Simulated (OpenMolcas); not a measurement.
# BH3F− (SMILES [H][B-]([H])([H])F): a chain of runs

Wanted: the energy (UHF/STO-3G), then the energy (CASSCF(2,2)/STO-3G), then the energy (CASPT2(2,2)/STO-3G), then the energy (SC-NEVPT2(2,2)/STO-3G), then a single-point energy (MRCI(2,2)/STO-3G) of BH3F−. 

Program for the calculation: OpenMolcas 26.06.

1 further run of the same task is left out (for a known fault of the program).

## (1) The molecule

The species is BH3F− (5 atoms), meant as a singlet with charge -1. As SMILES, `[H][B-]([H])([H])F`. The B1–H3 distance was set to 2.146 Å, away from the relaxed value. At this shape a bond of the SMILES string is far longer than usual.

Bond lengths: B1–F2 1.447 Å, B1–H4 1.228 Å, B1–H5 1.226 Å. Angles: F2–B1–H4 108.4°, F2–B1–H5 108.4°, H4–B1–H5 110.5°.

## (2) A single-point energy at UHF/STO-3G (run 1)

step1.input reads:

```
>>> EXPORT MOLCAS_PRINT=2

&GATEWAY
 BasLib = $CurrDir
 Coord
 5
 angstrom
 B       -0.870701      -0.008160       0.240737
 F       -0.857851      -0.029460       1.687097
 H        1.160070       0.011720      -0.454270
 H       -1.460901       1.004130      -0.126273
 H       -1.452021      -1.012310      -0.155833
 Basis = STO-3G
 Group = NoSym

&SEWARD

&SCF
 UHF
 Charge = -1
 Scramble = 0.25
 PrOrbitals = 1 1
```

The basis set STO-3G is read from a file made from the Basis Set Exchange's data (not shown).

On the command line:

```
$ export MOLCAS_MEM=1860
$ pymolcas step1.input > step1.log
```

The program printed:

```text
--- Start Module: gateway ---
[...]
--- Stop Module: gateway /rc=_RC_ALL_IS_WELL_ ---
--- Start Module: seward ---
[...]
      Basis functions           13
--- Stop Module: seward /rc=_RC_ALL_IS_WELL_ ---
--- Start Module: scf ---
[...]
       Convergence after  55 Iterations
[...]
::    Total SCF energy                               -123.8898870198
[...]
      Total spin, S                                     0.3219884183
[...]
      Total electronic charge=   18.000000
      Total            charge=   -1.000000
[...]
      Dipole Moment (debye):
      Origin of the operator (angstrom)=   -0.8371   -0.0196    1.0281
                   X= -1.5525E+00               Y= -6.2234E-02               Z=  3.4623E+00           Total=  3.7950E+00
      Center of Charge (angstrom)
[...]
--- Stop Module: scf /rc=_RC_ALL_IS_WELL_ ---
[...]
```

Wall time 2.5 s (1 thread of Arm Neoverse V1, shared host); peak memory 0.37 GiB.

## (3) The energy at CASSCF(2,2)/STO-3G (run 2)

step2.inp reads:

```
&GATEWAY
BasLib = $CurrDir
Coord
5
angstrom
B       -0.870701      -0.008160       0.240737
F       -0.857851      -0.029460       1.687097
H        1.160070       0.011720      -0.454270
H       -1.460901       1.004130      -0.126273
H       -1.452021      -1.012310      -0.155833
Basis = STO-3G
Group = NoSym
&SEWARD
&RASSCF
FileOrb = $CurrDir/step1.UnaOrb
Spin = 1
Nactel = 2 0 0
Inactive = 8
Ras2 = 2
OrbListing = Nothing
```

The basis set STO-3G is read from a file made from the Basis Set Exchange's data (not shown).

On the command line:

```
$ export MOLCAS_MEM=1860
$ pymolcas step2.inp > step2.log
```

The program printed:

```text
--- Start Module: gateway ---
[...]
--- Stop Module: gateway /rc=_RC_ALL_IS_WELL_ ---
--- Start Module: seward ---
[...]
      Basis functions           13
--- Stop Module: seward /rc=_RC_ALL_IS_WELL_ ---
--- Start Module: rasscf ---
[...]
      Number of active orbitals                  2
[...]
      Spin quantum number                      0.0
[...]
      Active orbitals                            2
[...]
      Number of CSFs                             3
[...]
      Number of root(s) required                 1
[...]
      Convergence after  7 iterations
[...]
      printout of CI-coefficients larger than  0.05 for root  1
      energy=    -123.925038
      conf/sym  11     Coeff  Weight
             1  20   0.96217 0.92577
             3  02  -0.27245 0.07423
      Natural orbitals and occupation numbers for root  1
      sym 1:   1.851543   0.148457
      ************************************************************************************************************************
      *                                                    Final results                                                     *
[...]
::    RASSCF root number  1 Total energy:   -123.92503814
[...]
      Total electronic charge=   18.000000
      Total            charge=   -1.000000
[...]
      Dipole Moment (debye):
      Origin of the operator (angstrom)=   -0.8371   -0.0196    1.0281
                   X= -1.3058E+00               Y= -5.9674E-02               Z=  3.3633E+00           Total=  3.6084E+00
      Center of Charge (angstrom)
[...]
--- Stop Module: rasscf /rc=_RC_ALL_IS_WELL_ ---
[...]
```

Wall time 1.6 s (1 thread of Arm Neoverse V1, shared host); peak memory 0.37 GiB.

## (4) The energy at CASPT2(2,2)/STO-3G (run 3)

step3.input reads:

```
&gateway
baslib=$CurrDir
coord
5
angstrom
B       -0.870701      -0.008160       0.240737
F       -0.857851      -0.029460       1.687097
H        1.160070       0.011720      -0.454270
H       -1.460901       1.004130      -0.126273
H       -1.452021      -1.012310      -0.155833
basis=STO-3G
group=NoSym
&seward
&rasscf
fileorb=$CurrDir/step2.RasOrb
spin=1
nactel=2 0 0
inactive=8
ras2=2
orblisting=Nothing
&caspt2
imaginary=0.1
frozen=2
```

The basis set STO-3G is read from a file made from the Basis Set Exchange's data (not shown).

On the command line:

```
$ export MOLCAS_MEM=1860
$ pymolcas step3.input > step3.log
```

The program printed:

```text
--- Start Module: gateway ---
[...]
--- Stop Module: gateway /rc=_RC_ALL_IS_WELL_ ---
[...]
      Basis functions           13
[...]
--- Start Module: rasscf ---
[...]
      Number of active orbitals                  2
[...]
      Spin quantum number                      0.0
[...]
      Active orbitals                            2
[...]
      Number of CSFs                             3
[...]
      Number of root(s) required                 1
[...]
      Convergence after  4 iterations
[...]
      printout of CI-coefficients larger than  0.05 for root  1
      energy=    -123.925038
      conf/sym  11     Coeff  Weight
             1  20   0.96217 0.92577
             3  02  -0.27245 0.07423
      Natural orbitals and occupation numbers for root  1
      sym 1:   1.851542   0.148458
      ************************************************************************************************************************
      *                                                    Final results                                                     *
[...]
::    RASSCF root number  1 Total energy:   -123.92503814
[...]
      Total electronic charge=   18.000000
      Total            charge=   -1.000000
[...]
      Dipole Moment (debye):
      Origin of the operator (angstrom)=   -0.8371   -0.0196    1.0281
                   X= -1.3058E+00               Y= -5.9674E-02               Z=  3.3633E+00           Total=  3.6084E+00
      Center of Charge (angstrom)
[...]
--- Stop Module: rasscf /rc=_RC_ALL_IS_WELL_ ---
--- Start Module: caspt2 ---
[...]
 ###    WARNING: User changed nr of frozen orbitals.                         ###
 ###############################################################################
[...]
      E2 (Variational):          -0.0494137168
      Total energy:            -123.9744518613
[...]
      Reference weight:           0.97896
[...]
::    CASPT2 Root  1     Total energy:   -123.97445186
[...]
--- Stop Module: caspt2 /rc=_RC_ALL_IS_WELL_ ---
[...]
```

It took 1.6 s on 1 thread of Arm Neoverse V1, shared host; peak memory 0.37 GiB.

## (5) A single-point energy at SC-NEVPT2(2,2)/STO-3G (run 4)

step4.input reads:

```
&GATEWAY
  BasLib = $CurrDir
  Coord
  5
  angstrom
  B       -0.870701      -0.008160       0.240737
  F       -0.857851      -0.029460       1.687097
  H        1.160070       0.011720      -0.454270
  H       -1.460901       1.004130      -0.126273
  H       -1.452021      -1.012310      -0.155833
  Basis = STO-3G
  Group = NoSym

&SEWARD

&RASSCF
  FileOrb = $CurrDir/step2.RasOrb
  Spin = 1
  Nactel = 2 0 0
  Inactive = 8
  Ras2 = 2
  OrbListing = Nothing

&CASPT2
  SC-NEVPT2
  Frozen = 2
```

The basis set STO-3G is read from a file made from the Basis Set Exchange's data (not shown).

On the command line:

```
$ export MOLCAS_MEM=1860
$ pymolcas step4.input > step4.log
```

The program printed:

```text
--- Start Module: gateway ---
[...]
--- Stop Module: gateway /rc=_RC_ALL_IS_WELL_ ---
[...]
      Basis functions           13
[...]
--- Start Module: rasscf ---
[...]
      Number of active orbitals                  2
[...]
      Spin quantum number                      0.0
[...]
      Active orbitals                            2
[...]
      Number of CSFs                             3
[...]
      Number of root(s) required                 1
[...]
      Convergence after  4 iterations
[...]
      printout of CI-coefficients larger than  0.05 for root  1
      energy=    -123.925038
      conf/sym  11     Coeff  Weight
             1  20   0.96217 0.92577
             3  02  -0.27245 0.07423
      Natural orbitals and occupation numbers for root  1
      sym 1:   1.851542   0.148458
      ************************************************************************************************************************
      *                                                    Final results                                                     *
[...]
::    RASSCF root number  1 Total energy:   -123.92503814
[...]
      Total electronic charge=   18.000000
      Total            charge=   -1.000000
[...]
      Dipole Moment (debye):
      Origin of the operator (angstrom)=   -0.8371   -0.0196    1.0281
                   X= -1.3058E+00               Y= -5.9674E-02               Z=  3.3633E+00           Total=  3.6084E+00
      Center of Charge (angstrom)
[...]
--- Stop Module: rasscf /rc=_RC_ALL_IS_WELL_ ---
--- Start Module: caspt2 ---
[...]
 ###    WARNING: User changed nr of frozen orbitals.                         ###
 ###############################################################################
[...]
      E2 (Variational):          -0.0492492267
[...]
      E2 (Variational):          -0.0492105937
      Total energy:            -123.9742487382
[...]
      Reference weight:           0.97904
[...]
::    SC-NEVPT2 Root  1     Total energy:   -123.97424874
[...]
--- Stop Module: caspt2 /rc=_RC_ALL_IS_WELL_ ---
[...]
```

It took 1.6 s on 1 thread of Arm Neoverse V1, shared host; peak memory 0.37 GiB.

## (6) The energy at MRCI(2,2)/STO-3G (run 5)

step5.input reads:

```
* BFH3 MRCI
&GATEWAY
BasLib
$CurrDir
Coord
5
angstrom
B       -0.870701      -0.008160       0.240737
F       -0.857851      -0.029460       1.687097
H        1.160070       0.011720      -0.454270
H       -1.460901       1.004130      -0.126273
H       -1.452021      -1.012310      -0.155833
Basis
STO-3G
Group
NoSym
&SEWARD
&RASSCF
FileOrb
$CurrDir/step2.RasOrb
Spin
1
Nactel
2 0 0
Inactive
8
Ras2
2
OrbListing
Nothing
&MOTRA
LumOrb
Frozen
2
&GUGA
Electrons
14
Spin
1
Inactive
6
Active
2
CIAll
1
&MRCI
SDCI
```

The basis set STO-3G is read from a file made from the Basis Set Exchange's data (not shown).

On the command line:

```
$ export MOLCAS_MEM=1860
$ pymolcas step5.input > step5.log
```

The program printed:

```text
--- Start Module: gateway ---
[...]
--- Stop Module: gateway /rc=_RC_ALL_IS_WELL_ ---
[...]
      Basis functions           13
[...]
      Number of active orbitals                  2
[...]
      Spin quantum number                      0.0
[...]
      Active orbitals                            2
[...]
      Number of CSFs                             3
[...]
      Number of root(s) required                 1
[...]
      Convergence after  4 iterations
[...]
      printout of CI-coefficients larger than  0.05 for root  1
      energy=    -123.925038
      conf/sym  11     Coeff  Weight
             1  20   0.96217 0.92577
             3  02  -0.27245 0.07423
      Natural orbitals and occupation numbers for root  1
      sym 1:   1.851542   0.148458
      ************************************************************************************************************************
      *                                                    Final results                                                     *
[...]
::    RASSCF root number  1 Total energy:   -123.92503814
[...]
      Dipole Moment (debye):
      Origin of the operator (angstrom)=   -0.8371   -0.0196    1.0281
                   X= -1.3058E+00               Y= -5.9674E-02               Z=  3.3633E+00           Total=  3.6084E+00
      Center of Charge (angstrom)
[...]
      *** WARNING: Default frozen orbitals is overwritten by user input.
      *** Default values:   2
[...]
--- Start Module: guga ---
[...]
--- Stop Module: guga /rc=_RC_ALL_IS_WELL_ ---
--- Start Module: mrci ---
[...]
       (But an ACPF correction will be computed)
       USE THE DEFAULT ACPF G-VALUE GFAC=  0.14285714285714285
[...]
                      CI ENERGY:  -123.99004899
[...]
                ACPF CORRECTION:    -0.00227005
[...]
      Total electronic charge=   18.000000
      Total            charge=   -1.000000
[...]
     ACPF CORRECTION:     -0.00227005
[...]
  CI State   1     Total energy:   -123.99004899     QDav:     -0.00266389     QACPF:     -0.00227005
[...]
--- Stop Module: mrci /rc=_RC_ALL_IS_WELL_ ---
[...]
```

Wall time 1.7 s (1 thread of Arm Neoverse V1, shared host); peak memory 0.37 GiB.

## (7) What came out

```
                                                                quantity          value
                                         run 1, UHF/STO-3G: total energy  -123.88989 Eh
                                          run 1, UHF/STO-3G: HOMO energy        2.52 eV
                                          run 1, UHF/STO-3G: LUMO energy       16.09 eV
run 1, UHF/STO-3G: HOMO–LUMO gap (to an unbound level, set by the basis)       13.57 eV
                                                 run 1, UHF/STO-3G: ⟨S²⟩          0.426
                                 run 2, CASSCF(2,2)/STO-3G: total energy  -123.92504 Eh
                                 run 3, CASPT2(2,2)/STO-3G: total energy  -123.97445 Eh
                              run 4, SC-NEVPT2(2,2)/STO-3G: total energy  -123.97425 Eh
                                   run 5, MRCI(2,2)/STO-3G: total energy  -123.99005 Eh
```

In words: ⟨S²⟩ (run 1, UHF/STO-3G) is 0.43 where a pure singlet has 0.00: the reference is spin-contaminated. The HOMO (run 1, UHF/STO-3G) lies at positive energy, 2.52 eV: the electron is unbound at this level or held by a compact basis; values depend on the basis. Mulliken charges (run 3, CASPT2(2,2)/STO-3G) of the CASSCF density run from -0.33 on F2 to +0.04 on B1; they depend strongly on the basis. Mulliken charges (run 5, MRCI(2,2)/STO-3G) of the CASSCF density run from -0.33 on F2 to +0.04 on B1; they depend strongly on the basis.
